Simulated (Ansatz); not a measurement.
The first iterations of a band of BH2N (4 atoms, charge 0, multiplicity 1).

The calculation used RKS PBE-D4/def2-SVP (Ansatz 0.2.0).

| Item | Value |
| --- | --- |
| movable images | 5 |
| climbing image | yes |
| spring | 5.0 eV/Å² |
| optimiser | quadratic models (default) |
| start path | through a guess of the saddle point |
| force threshold | 0.05 eV/Å |
| iteration limit | 60 |
| end points | relaxed |

Image 0:

```xyz
4
Properties=species:S:1:pos:R:3
B -0.402 -0.417 0.011
N 0.462 0.486 -0.009
H -1.227 -1.272 0.034
H 1.167 1.203 -0.037
```

Image 6:

```xyz
4
Properties=species:S:1:pos:R:3
B -1.000 0.540 0.662
N 0.052 -0.028 -0.035
H 0.020 -0.985 -0.405
H 0.928 0.474 -0.222
```

| iteration | highest image above the first end (eV) | largest band force component (eV/Å) |
| --- | --- | --- |
| 1 | 3.330 | 10.355 |
| 2 | 2.821 | 2.051 |
| 3 | 2.953 | 1.557 |

**Question.** Does the band converge within its limit, and where does its top end?

**Answer.** The run converged. It ended after 10 iterations with the highest image 2.918 eV above the first end. A vibrational analysis at the climbing image gives one clearly imaginary mode, 1360i cm⁻¹: a first-order saddle point. The orbitals stay closed-shell, which can raise the energy where a bond breaks towards radicals; this wasn't checked here.

The run took 2.1 min on 1 thread of Intel(R) Xeon(R) Processor @ 2.50GHz (Skylake/Cascade Lake), with other jobs on the host, peak memory 0.093 GiB.
